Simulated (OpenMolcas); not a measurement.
# C2H5Al (SMILES C=[CH][AlH2]): levels of theory compared

We compute a comparison of 6 runs (HF/STO-3G, HF/3-21G, HF/def2-SVPD, M06-2X/def2-SVPD, PBE/def2-SVPD, SVWN5/def2-SVPD) of C2H5Al. 

The results are computed with OpenMolcas 26.06.

1 further run of the same task is left out (set aside as unsound or not needed).

### Step 1. The structure to begin with

C2H5Al has 8 atoms, charge 0, and is taken as a singlet. As SMILES, `C=[CH][AlH2]`. The shape is that of a PBE0-D4/def2-TZVP optimisation.

Bond lengths: C1–C2 1.337 Å, C2–Al3 1.938 Å, C1–H4 1.089 Å, C1–H5 1.089 Å, C2–H6 1.090 Å, Al3–H7 1.588 Å, Al3–H8 1.588 Å. Angles: C1–C2–Al3 119.6°, C1–C2–H6 116.7°, Al3–C2–H6 123.7°, C2–C1–H4 121.7°, C2–C1–H5 123.0°, C2–Al3–H7 122.1°, C2–Al3–H8 116.8°, H4–C1–H5 115.3°, H7–Al3–H8 121.2°.

### Step 2. Energy and gradient at HF/STO-3G (run 1)

job.inp reads:

```
>>> EXPORT MOLCAS_PRINT=2

&GATEWAY
  BASLIB=$CurrDir
  COORD
  8
  angstrom
  C       -1.029900       0.829200      -0.357000
  C        0.199000       0.651000       0.138100
  Al       0.930800      -1.139300       0.262000
  H       -1.636900      -0.008600      -0.695500
  H       -1.495000       1.809300      -0.451900
  H        0.735600       1.546100       0.452700
  H        2.384000      -1.417900       0.837700
  H        0.004400      -2.327000      -0.241900
  BASIS=STO-3G
  GROUP=NoSym

&SEWARD

&SCF
  THRESHOLDS=1e-10 1e-07 1e-07 1e-05
  PRORBITALS=1 2

&ALASKA
```

The basis set STO-3G is read from a file made from the Basis Set Exchange's data (not shown).

The run is started by

```console
export MOLCAS_MEM=1860
pymolcas job.inp > job.log
```

The log of the run:

```text
--- Start Module: gateway ---
[...]
--- Stop Module: gateway /rc=_RC_ALL_IS_WELL_ ---
[...]
      Basis functions           24
[...]
--- Start Module: scf ---
[...]
       Convergence after  11 Iterations
[...]
::    Total SCF energy                               -316.6725423145
[...]
      Total spin, S                                     0.0000000000
[...]
      Total electronic charge=   30.000000
      Total            charge=   -0.000000
[...]
      Dipole Moment (debye):
      Origin of the operator (angstrom)=    0.2702   -0.2388    0.0775
                   X=  3.9348E-01               Y= -2.1458E-01               Z=  1.4111E-01           Total=  4.6988E-01
      Quadrupole Moment (debye*angstrom):
[...]
--- Stop Module: scf /rc=_RC_ALL_IS_WELL_ ---
--- Start Module: alaska ---
[...]
 *              Molecular gradients               *
 **************************************************
  Irreducible representation: a
 ------------------------------------------------------------------------------------------
                              X                       Y                       Z
 ------------------------------------------------------------------------------------------
  C1               -3.34186102510339E-02    8.29014921392979E-04   -1.38623567261553E-02
  C2                2.50892837893364E-02    1.74150149952235E-02    1.22728019679696E-02
  AL3              -8.34744715819769E-03    2.32586548119880E-02   -1.17489393427328E-03
  H4               -6.62439074441412E-04   -5.12943443382285E-03   -8.12692740570720E-04
  H5                2.34453536437584E-04    5.03805537359803E-03    6.11675124459032E-04
  H6                1.76751309578260E-03    3.65926227147950E-03    1.09493889376377E-03
  H7                4.38380184920311E-02   -9.31256225018484E-03    1.72825566895920E-02
  H8               -2.85007724299113E-02   -3.57580056896567E-02   -1.54120292747879E-02
[...]
--- Stop Module: alaska /rc=_RC_ALL_IS_WELL_ ---
[...]
```

It took 1.6 s on 1 thread of Arm Neoverse V2, shared host; peak memory 0.37 GiB.

### Step 3. Energy and forces at HF/3-21G (run 2)

mol.xyz reads:

```xyz
8

C     -1.029900     0.829200    -0.357000
C      0.199000     0.651000     0.138100
Al     0.930800    -1.139300     0.262000
H     -1.636900    -0.008600    -0.695500
H     -1.495000     1.809300    -0.451900
H      0.735600     1.546100     0.452700
H      2.384000    -1.417900     0.837700
H      0.004400    -2.327000    -0.241900
```

run.input reads:

```
&GATEWAY
BasLib = $CurrDir
Coord = mol.xyz
Basis = 3-21G
Group = NoSym
&SEWARD
&SCF
Thresholds = 1e-10 1e-07 1e-07 1e-05
PrOrbitals = 1 1
&ALASKA
```

The basis set 3-21G is read from a file made from the Basis Set Exchange's data (not shown).

The run is started by

```console
export MOLCAS_MEM=1860
pymolcas run.input > run.log
```

The log of the run:

```text
--- Start Module: gateway ---
[...]
--- Stop Module: gateway /rc=_RC_ALL_IS_WELL_ ---
[...]
      Basis functions           41
[...]
--- Start Module: scf ---
[...]
       Convergence after  12 Iterations
[...]
::    Total SCF energy                               -318.7565516508
[...]
      Total spin, S                                     0.0000000000
[...]
      Total electronic charge=   30.000000
      Total            charge=   -0.000000
[...]
      Dipole Moment (debye):
      Origin of the operator (angstrom)=    0.2702   -0.2388    0.0775
                   X= -4.7758E-01               Y=  7.0762E-01               Z= -1.2913E-01           Total=  8.6342E-01
      Quadrupole Moment (debye*angstrom):
[...]
--- Stop Module: scf /rc=_RC_ALL_IS_WELL_ ---
--- Start Module: alaska ---
[...]
 *              Molecular gradients               *
 **************************************************
  Irreducible representation: a
 ------------------------------------------------------------------------------------------
                              X                       Y                       Z
 ------------------------------------------------------------------------------------------
  C1                1.04118553585852E-03   -2.40975906335539E-04    4.17371901375585E-04
  C2                8.97901689382552E-03   -1.58888343641879E-02    2.16216163076921E-03
  AL3              -4.02304578883683E-03    4.71471081384323E-03   -1.22537626137542E-03
  H4               -3.74063865986551E-03   -7.45959252948669E-03   -2.33728025706315E-03
  H5               -3.49313779692650E-03    7.93308175735596E-03   -6.50992372477288E-04
  H6                2.72716893583769E-03    6.80602895946425E-03    1.81865916664248E-03
  H7               -3.46232139981639E-03    1.13101625810175E-03   -1.32136242458802E-03
  H8                1.97177227991863E-03    3.00456501123048E-03    1.13681861672410E-03
[...]
--- Stop Module: alaska /rc=_RC_ALL_IS_WELL_ ---
[...]
```

Run time: 1.8 s. Hardware: 1 thread of Arm Neoverse V2, shared host; peak memory 0.37 GiB.

Runs 3 to 5 aren't shown in full; the table further down has their settings and results.

### Step 4. Energy and gradient at SVWN5/def2-SVPD (run 6)

mol.inp reads:

```
&GATEWAY
 BasLib=$CurrDir
 Coord
 8
 angstrom
 C       -1.029900       0.829200      -0.357000
 C        0.199000       0.651000       0.138100
 Al       0.930800      -1.139300       0.262000
 H       -1.636900      -0.008600      -0.695500
 H       -1.495000       1.809300      -0.451900
 H        0.735600       1.546100       0.452700
 H        2.384000      -1.417900       0.837700
 H        0.004400      -2.327000      -0.241900
 Basis=def2-SVPD
 Group=NoSym

&SEWARD
 GridInput
 Grid=UltraFine
 End of Grid

&SCF
 KSDFT=SVWN5
 Thresholds=1e-10 1e-07 1e-07 1e-05
 PrOrbitals=0

&ALASKA
```

The basis set def2-SVPD is read from a file made from the Basis Set Exchange's data (not shown).

The run is started by

```console
export MOLCAS_MEM=1860
pymolcas mol.inp > mol.log
```

The log of the run:

```text
--- Start Module: gateway ---
[...]
--- Stop Module: gateway /rc=_RC_ALL_IS_WELL_ ---
[...]
      Basis functions          104
[...]
--- Start Module: scf ---
[...]
       Convergence after  16 Iterations
[...]
::    Total KS-DFT energy                            -319.6509440604
[...]
      Total spin, S                                     0.0000000000
[...]
      Total electronic charge=   30.000000
      Total            charge=   -0.000000
[...]
      Dipole Moment (debye):
      Origin of the operator (angstrom)=    0.2702   -0.2388    0.0775
                   X= -4.3608E-01               Y=  8.0815E-01               Z= -1.0095E-01           Total=  9.2383E-01
      Quadrupole Moment (debye*angstrom):
[...]
--- Stop Module: scf /rc=_RC_ALL_IS_WELL_ ---
[...]
--- Start Module: alaska ---
[...]
 *              Molecular gradients               *
 **************************************************
  Irreducible representation: a
 ------------------------------------------------------------------------------------------
                              X                       Y                       Z
 ------------------------------------------------------------------------------------------
  C1               -1.23058230551898E-03    6.77076426706336E-04   -4.41101961919266E-04
  C2               -4.26494204837269E-03    1.02887525063986E-02   -7.28089071281079E-04
  AL3               6.01959741461933E-04   -3.01289775155400E-03   -6.90753722225601E-05
  H4                6.69128273139363E-03    9.77087868157422E-03    3.77042233754943E-03
  H5                4.79254214025682E-03   -1.09023951765126E-02    9.00696017036878E-04
  H6               -6.12094851717426E-03   -9.44586912835055E-03   -3.51632453192652E-03
  H7               -2.77702133295277E-03    5.55042313316323E-04   -1.09577808720984E-03
  H8                2.30770959094695E-03    2.06941212847944E-03    1.17925066998503E-03
[...]
--- Stop Module: alaska /rc=_RC_ALL_IS_WELL_ ---
[...]
```

Wall time 33 s (1 thread of Arm Neoverse V2, shared host); peak memory 0.59 GiB.

### Step 5. Overview of the runs

| run | level | integration grid | energy (Eh) | dipole moment (D) | HOMO energy (eV) | LUMO energy (eV) | wall time |
| --- | --- | --- | --- | --- | --- | --- | --- |
| 1 | HF/STO-3G | – | -316.672542 | 0.47 | -8.12 | 7.56 | 1.6 s |
| 2 | HF/3-21G | – | -318.756552 | 0.86 | -10.34 | 1.26 | 1.8 s |
| 3 | HF/def2-SVPD | – | -320.395943 | 0.86 | -10.42 | 1.30 | 11 s |
| 4 | M06-2X/def2-SVPD | UltraFine | -321.408318 | 0.82 | -9.27 | -1.02 | 52 s |
| 5 | PBE/def2-SVPD | UltraFine | -321.214147 | 0.93 | -6.81 | -2.51 | 46 s |
| 6 | SVWN5/def2-SVPD | UltraFine | -319.650944 | 0.92 | -6.87 | -2.75 | 33 s |

### Step 6. Results

| quantity | value |
| --- | --- |
| run 6: total energy | -319.65094 Eh |
| run 6: dipole moment | 0.92 D |
| run 6: HOMO energy | -6.87 eV |
| run 6: LUMO energy | -2.75 eV |
| run 6: HOMO–LUMO gap | 4.12 eV |
| run 6: largest force on an atom | 0.639 eV/Å |

What this shows: The dipole moment (its size) runs from 0.47 D (HF/STO-3G) to 0.93 D (PBE/def2-SVPD). The two ends differ in method and basis. The two dipoles point in opposite directions. The HOMO–LUMO gap runs from 4.12 eV (SVWN5/def2-SVPD) to 15.68 eV (HF/STO-3G). Totals of different functionals can't be ranked against each other. In run 1 the basis is minimal, so the values are rough. All runs together took 2.4 min, the longest 52 s.
